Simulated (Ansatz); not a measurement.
# CHF: the cost of one run

Program: Ansatz 0.2.0. Level of theory: the levels named in each step. These are calculated values, not measurements.

### 1 Starting point

Bond lengths: C1–F2 1.204 Å, C1–H3 1.094 Å. Angles: F2–C1–H3 180.0°.

Structure file:

```xyz
3

C     0.0000    0.0000   -0.0366
F     0.0000    0.0000    1.1669
H     0.0000    0.0000   -1.1303
```

### 2 A rough first relaxation, PBE-D4/def2-SVP

input.yaml

```yaml
crystal:
  periodic: [false, false, false]
  atoms:
    - { symbol: C, position_ang: [0.0, 0.0, -0.0366] }
    - { symbol: F, position_ang: [0.0, 0.0, 1.16694] }
    - { symbol: H, position_ang: [0.0, 0.0, -1.13034] }
magnetization:
  spin_polarized: true
  initial_magnetization: 1
total_charge: 1
basis:
  gaussian: { orbitals: def2-SVP }
hamiltonian:
  xc: pbe
  dispersion: d4
relax:
  f_tol: 0.03
  max_steps: 200
```

Command:

```bash
$ ansatz run input.yaml --threads 2 --pin off --max-ram 5120MiB --backend cpu --events-out ev --progress --plain --runs-dir out
```

**Question.** How long does this run take on 2 threads of Intel Xeon at 2.70GHz, shared host, and how much memory does it need?

About 1.5 s, with a peak of 0.11 GiB.
